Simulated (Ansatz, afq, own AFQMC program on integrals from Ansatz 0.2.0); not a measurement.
**Atomization energy of ScNH2, singlet**

| atom | x (Å) | y (Å) | z (Å) |
| --- | --- | --- | --- |
| Sc | 0.0000 | 0.0000 | 0.5199 |
| N | 0.0000 | 0.0000 | -1.3854 |
| H | 0.0000 | 0.8279 | -1.9692 |
| H | 0.0000 | -0.8279 | -1.9692 |

Connectivity, by distances: Sc–NH2.

Atoms in their ground-state spins without spin–orbit coupling (mostly on UHF) minus the molecule (RHF), without zero-point energy. The geometry is a stationary point, not shown to be a minimum.

Basis def2-TZVP. Noble-gas cores (and the filled d shells of Ga–Kr and In–Xe) are frozen. AFQMC by an in-house program on the Cholesky factors that Ansatz 0.2.0 writes for its CCSD(T) run. ph-AFQMC/CISD is guided by a CISD state made of CCSD amplitudes; releasing the constraint for a short imaginary time cuts its bias at the price of noise, slowly where states lie close. Uncertainties: one standard error, sampling alone. The metal's outer-core s and p shells are frozen, which shifts wave-function levels against functionals. The errors of all members are added in quadrature.

No full CI on the walks' own integrals is used here; CCSDT(Q) serves as the reference and is uncertain by about the last step of the cluster series. Each member takes its own surest rung, up to full CI.

Errors are counted within def2-TZVP, not against nature.

Cautions: no relativity below Rb; outer-core shells of the metal frozen; ScNH₂ (singlet): higher spins were not checked, restricted determinant unstable towards unrestricted (UHF 86 meV lower, ⟨S²⟩ 0.45), the released energies are still falling, so no released level is given (meV from the phaseless value at times in 1/Eh: -17 ± 5 at 0.60, -34 ± 5 at 1.20, -22 ± 11 at 2.00, -9 ± 15 at 3.00, -50 ± 28 at 4.20), though the last usable value meets CCSDT(Q) within the noise, its ph-AFQMC/CISD value lies 26 ± 4 meV above CCSDT(Q).

| level | atomization energy (kcal/mol) |
| --- | --- |
| HF | 158.3 |
| MP2 | 253.1 |

(1) From these cheaper values, estimate the atomization energy at the reference level in def2-TZVP.

(1) 253.3 kcal/mol (CCSDT(Q) in def2-TZVP).

```csv
level,atomization energy (kcal/mol),error against CCSDT(Q) (kcal/mol)
CCSD,246.9,-6.4
CCSD(T),253.0,-0.2
ph-AFQMC/HF,258.4 ± 1.4,5.1 ± 1.4
ph-AFQMC/CISD,253.0 ± 0.1,-0.3 ± 0.1
```

Correlation beyond CCSD(T) adds 0.2 kcal/mol. The perturbative (T) step is worth +6.1 kcal/mol.

A walk keeps the symmetry of its determinant, which the program's search chose and which needn't be the lowest solution, so a lower state of the same spin and another symmetry isn't excluded.
